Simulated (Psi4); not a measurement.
**HF (SMILES F) at M06-L/aug-pcseg-1 (sweep point 2)**

Wanted: the harmonic vibrations of HF. 

The results are computed with Psi4 1.11.

3 further runs of the same task are left out: 3 set aside as unsound or not needed.

### Step 1. Starting point

The species is HF (2 atoms), meant as a singlet with charge 0. As SMILES, `F`. Geometry: optimised at M06-L/aug-pcseg-1.

Bond lengths: F1–H2 0.923 Å.

### Step 2. The harmonic vibrations at M06-L/aug-pcseg-1 (sweep point 2)

run.py

```python
import psi4

psi4.set_memory('1600 MB')
psi4.set_num_threads(1)
psi4.core.set_output_file('psi4.out', False)

m = psi4.geometry("""
0 1
F     -0.390109     0.144640    -0.196455
H      0.392051    -0.145360     0.197433
symmetry c1
""")

psi4.set_options(dict(basis='aug-pcseg-1', puream=True, scf_type='pk', dft_radial_points=99, dft_spherical_points=590, rotational_symmetry_number=1))

result, w = psi4.frequency('M06-L', molecule=m, return_wfn=True)
print(f'M06-L energy: {result:.10f} Eh')
print('wavenumbers / cm^-1:', w.frequencies().np.round(1))
for k in ('ZPVE', 'ENTHALPY', 'GIBBS FREE ENERGY'):
    print(f'{k}: {psi4.variable(k):.8f} Eh')
for k, v in sorted(psi4.core.scalar_variables().items()):
    print(f'{k:45s} {v:18.10f}')
```

Started as:

```
$ python run.py
```

What values should one expect? Wanted: total energy; dipole moment; harmonic wavenumber; zero-point energy; ideal-gas entropy at 298.15 K.

Answer, from the run:

Level: M06-L/aug-pcseg-1 (sweep point 2).

| quantity | value |
| --- | --- |
| total energy | -100.41084 Eh |
| dipole moment | 1.77 D |
| harmonic wavenumber | 4101 cm⁻¹ |
| zero-point energy | 24.5 kJ/mol |
| ideal-gas entropy at 298.15 K (symmetry number 1 as used) | 41.5 cal/(mol K) |

In words: The one mode is real, so the shape is a minimum at this level.
